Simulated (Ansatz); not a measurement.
# Mo4: the cost of one run

Computed with Ansatz 0.2.0, Gaussian basis. Level: the settings change from run to run.

1 further run of the same task is left out (set aside as unsound or not needed). Runs told in other sessions of the task aren't counted.

## Step 1: The molecule

The structure was relaxed beforehand with PBE0-D4/def2-SVPD. Mo takes a core potential in def2 sets; no spin-orbit term is included.

4 atoms, charge -1, spin multiplicity 2.

Atoms are counted from 1 here; the program's logs count them from 0.

Bond lengths: Mo1–Mo2 2.112 Å, Mo1–Mo3 2.710 Å, Mo1–Mo4 2.947 Å, Mo2–Mo4 2.710 Å, Mo3–Mo4 2.112 Å. Angles: Mo2–Mo1–Mo3 105.8°, Mo2–Mo1–Mo4 62.2°, Mo3–Mo1–Mo4 43.6°, Mo1–Mo2–Mo4 74.2°, Mo1–Mo3–Mo4 74.2°, Mo1–Mo4–Mo2 43.6°, Mo1–Mo4–Mo3 62.2°, Mo2–Mo4–Mo3 105.8°.

Geometry (Å):

```xyz
4

Mo    0.08857   -1.46960    0.06170
Mo   -1.83436   -0.60328   -0.04420
Mo    1.83397    0.60367    0.05382
Mo   -0.08818    1.46920   -0.07132
```

## Step 2: B3LYP/def2-TZVP

Options: atoms shaken by 0.03 Å, the search for lower states set to light.

in.yaml reads:

```yaml
crystal:
  periodic: [false, false, false]
  atoms:
    - {symbol: Mo, position_ang: [0.097415, -1.515122, 0.109285]}
    - {symbol: Mo, position_ang: [-1.812351, -0.592991, -0.023896]}
    - {symbol: Mo, position_ang: [1.830672, 0.582191, 0.043590]}
    - {symbol: Mo, position_ang: [-0.073151, 1.481235, -0.069621]}
basis:
  gaussian: {orbitals: def2-TZVP}
total_charge: -1
magnetization: {spin_polarized: true, initial_magnetization: 1}
hamiltonian: {xc: {name: B3LYP}}
scf: {lower_state_search: light}
output: {forces: true}
```

Launch:

```bash
> ansatz run in.yaml --threads 4 --pin off --events-out ev --progress --plain --max-ram 3916MiB
```

Q: Estimate wall time and peak memory on 4 threads of Intel Xeon Platinum 8259CL at 2.50GHz, shared host.

About 2 min, with a peak of 0.76 GiB.
